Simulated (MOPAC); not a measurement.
A run for MOPAC: PM7 on CH7NO (a complex).

```
PM7 1SCF PRECISE CHARGE=0 THREADS=1
CH7NO

O     -1.98963577 1    -0.55434302 1    -0.00413073 1
H     -2.34829277 1     0.33333898 1     0.02820127 1
H     -1.02812777 1    -0.41674802 1     0.01199727 1
N      0.78131023 1    -0.34535402 1     0.02063027 1
H      1.07667523 1    -0.89799202 1    -0.77416073 1
H      1.09139123 1    -0.85607502 1     0.83748927 1
C      1.44064623 1     0.96300998 1    -0.01961173 1
H      1.13010323 1     1.54473498 1     0.84490327 1
H      2.53195523 1     0.92371498 1    -0.02856773 1
H      1.11393323 1     1.49892698 1    -0.90743573 1
```

It printed:

```
*******************************************************************************
 **                                                                           **
 **                              MOPAC v23.2.5                                **
 **                                                                           **
 *******************************************************************************
 ** MOPAC's Digital Object Identifier: https://doi.org/10.5281/zenodo.6511958 **
 **                                                                           **
 ** Please cite the open-source release paper for use of this MOPAC version:  **
 ** J. E. Moussa and J. J. P. Stewart (2026)                                  **
 ** MOPAC: An open-source semiempirical molecular orbital program             **
 ** J. Open Source Softw., 11(119), 8025, https://doi.org/10.21105/joss.08025 **
 *******************************************************************************

                              PM7 CALCULATION RESULTS

 *******************************************************************************
 *  PM7        - The PM7 Hamiltonian to be used
 *
 *
 *
 *                 CHARGE ON SYSTEM = 0
 *
 *
 *
 *  PRECISE    - TIGHTER CRITERIA TO BE USED
 *  1SCF       - DO 1 SCF AND THEN STOP
 *  THREADS=1  - MULTI-THREADING NOT USED
 *  T=         - A TIME OF 172800.0 SECONDS REQUESTED
 *  DUMP=N     - RESTART FILE WRITTEN EVERY 7200.0 SECONDS REQUESTED
 *******************************************************************************
PM7 1SCF PRECISE CHARGE=0 THREADS=1
 CH7NO

   ATOM   CHEMICAL          X               Y               Z
  NUMBER   SYMBOL      (ANGSTROMS)     (ANGSTROMS)     (ANGSTROMS)

     1       O         -1.98963577  *  -0.55434302  *  -0.00413073  *
     2       H         -2.34829277  *   0.33333898  *   0.02820127  *
     3       H         -1.02812777  *  -0.41674802  *   0.01199727  *
     4       N          0.78131023  *  -0.34535402  *   0.02063027  *
     5       H          1.07667523  *  -0.89799202  *  -0.77416073  *
     6       H          1.09139123  *  -0.85607502  *   0.83748927  *
     7       C          1.44064623  *   0.96300998  *  -0.01961173  *
     8       H          1.13010323  *   1.54473498  *   0.84490327  *
     9       H          2.53195523  *   0.92371498  *  -0.02856773  *
    10       H          1.11393323  *   1.49892698  *  -0.90743573  *



          CARTESIAN COORDINATES

    NO.       ATOM           X           Y           Z

     1         O         -1.9896     -0.5543     -0.0041
     2         H         -2.3483      0.3333      0.0282
     3         H         -1.0281     -0.4167      0.0120
     4         N          0.7813     -0.3454      0.0206
     5         H          1.0767     -0.8980     -0.7742
     6         H          1.0914     -0.8561      0.8375
     7         C          1.4406      0.9630     -0.0196
     8         H          1.1301      1.5447      0.8449
     9         H          2.5320      0.9237     -0.0286
    10         H          1.1139      1.4989     -0.9074

 General Reference for PM7:
 "Optimization of Parameters for Semiempirical Methods VI: More Modifications to the
 NDDO Approximations and Re-optimization of Parameters", J. J. P. Stewart, J. Mol. Mod., 1:32, 19 (2013)
 https://link.springer.com/article/10.1007/s00894-012-1667-x

           Empirical Formula: C H7 N O  =    10 atoms



      MOLECULAR POINT GROUP   :   Cs


      RHF CALCULATION, NO. OF DOUBLY OCCUPIED LEVELS = 11


 -------------------------------------------------------------------------------
 PM7 1SCF PRECISE CHARGE=0 THREADS=1
 CH7NO



     1SCF WAS SPECIFIED, SO BFGS WAS NOT USED
     SCF FIELD WAS ACHIEVED


                              PM7 CALCULATION
                                                       MOPAC v23.2.5 Linux




          FINAL HEAT OF FORMATION =        -66.41322 KCAL/MOL =    -277.87291 KJ/MOL


          COSMO AREA              =         99.31 SQUARE ANGSTROMS
          COSMO VOLUME            =         77.22 CUBIC ANGSTROMS

          IONIZATION POTENTIAL    =         10.367389 EV
          HOMO LUMO ENERGIES (EV) =        -10.367  3.010
          NO. OF FILLED LEVELS    =         11
          MOLECULAR WEIGHT        =         49.0724         POINT GROUP:  Cs

          MOLECULAR DIMENSIONS (Angstroms)

            Atom       Atom       Distance
            H     9    H     2     4.91616
            H     6    H    10     2.91298
            H     8    H     5     2.74685


          SCF CALCULATIONS        =          1





   ATOM   CHEMICAL          X               Y               Z
  NUMBER   SYMBOL      (ANGSTROMS)     (ANGSTROMS)     (ANGSTROMS)

     1       O         -1.98963577  *  -0.55434302  *  -0.00413073  *
     2       H         -2.34829277  *   0.33333898  *   0.02820127  *
     3       H         -1.02812777  *  -0.41674802  *   0.01199727  *
     4       N          0.78131023  *  -0.34535402  *   0.02063027  *
     5       H          1.07667523  *  -0.89799202  *  -0.77416073  *
     6       H          1.09139123  *  -0.85607502  *   0.83748927  *
     7       C          1.44064623  *   0.96300998  *  -0.01961173  *
     8       H          1.13010323  *   1.54473498  *   0.84490327  *
     9       H          2.53195523  *   0.92371498  *  -0.02856773  *
    10       H          1.11393323  *   1.49892698  *  -0.90743573  *

                             CARTESIAN COORDINATES

   1    O       -1.989635770    -0.554343020    -0.004130730
   2    H       -2.348292770     0.333338980     0.028201270
   3    H       -1.028127770    -0.416748020     0.011997270
   4    N        0.781310230    -0.345354020     0.020630270
   5    H        1.076675230    -0.897992020    -0.774160730
   6    H        1.091391230    -0.856075020     0.837489270
   7    C        1.440646230     0.963009980    -0.019611730
   8    H        1.130103230     1.544734980     0.844903270
   9    H        2.531955230     0.923714980    -0.028567730
  10    H        1.113933230     1.498926980    -0.907435730


           Empirical Formula: C H7 N O  =    10 atoms



      MOLECULAR POINT GROUP   :   Cs


                  EIGENVALUES
 -36.17585 -28.17286 -24.32902 -17.59485 -16.70400 -16.18775 -14.72261 -13.27272
 -13.21721 -11.05975 -10.36739   3.00966   4.88365   5.01279   5.32696   5.61550
   6.12424   6.34043   7.64243


              NET ATOMIC CHARGES AND DIPOLE CONTRIBUTIONS

  ATOM NO.   TYPE          CHARGE      No. of ELECS.   s-Pop       p-Pop
    1          O          -0.711645        6.7116     1.82026     4.89139
    2          H           0.316201        0.6838     0.68380
    3          H           0.361725        0.6383     0.63828
    4          N          -0.589572        5.5896     1.64323     3.94634
    5          H           0.243966        0.7560     0.75603
    6          H           0.243490        0.7565     0.75651
    7          C          -0.291802        4.2918     1.05280     3.23901
    8          H           0.151541        0.8485     0.84846
    9          H           0.124071        0.8759     0.87593
   10          H           0.152024        0.8480     0.84798
 DIPOLE           X         Y         Z       TOTAL
 POINT-CHG.     2.899     2.021     0.055     3.535
 HYBRID         1.029    -0.141     0.016     1.039
 SUM            3.928     1.880     0.070     4.355


          ATOMIC ORBITAL ELECTRON POPULATIONS

     Atom    s        px        py        pz
    1  O   1.82026   1.44575   1.44656   1.99908
    2  H   0.68380
    3  H   0.63828
    4  N   1.64323   1.60732   1.13090   1.20812
    5  H   0.75603
    6  H   0.75651
    7  C   1.05280   1.09750   0.95638   1.18513
    8  H   0.84846
    9  H   0.87593
   10  H   0.84798

 **********************
 *                    *
 * JOB ENDED NORMALLY *
 *                    *
 **********************




 == MOPAC DONE ==
```

The run finished.

Cost: around 0.03 core-seconds (rough).
